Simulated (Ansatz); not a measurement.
SiO₂⁺, relaxed as a doublet with UKS PBE0-D4/def2-TZVP in Ansatz, starting from the GFN2-xTB geometry. Force threshold 0.02 eV/Å.

Another isomer (doublet) lies 0.19 eV lower at PBE0-D4/def2-TZVP; other spin states weren't run for this one.

Start:

```xyz
3

Si    0.000    0.000    0.000
O     0.456   -0.558   -1.326
O    -0.456    0.557    1.326
```

| step | energy (eV) | largest force component (eV/Å) | SCF passes |
| --- | --- | --- | --- |
| 1 | -11953.4685 | 1.703 | 185 |
| 2 | -11953.5135 | 0.822 | 115 |
| 3 | -11953.5283 | 0.053 | 119 |
| 4 | -11953.5283 | 0.001 | 107 |

Force components are those of the run's own axes.

End:

Cartesian coordinates in Å:
```
Si 0.000 0.000 0.000
O 0.466 -0.570 -1.355
O -0.466 0.570 1.355
```

By distances, no bond broke or formed. The bond that changes most is Si1–O2, from 1.51 to 1.54 Å (atoms count from 1).

No frequencies were taken in this run, so the end may be a saddle point.

It took 16 s on 4 threads of Arm Neoverse V2 on a shared host.
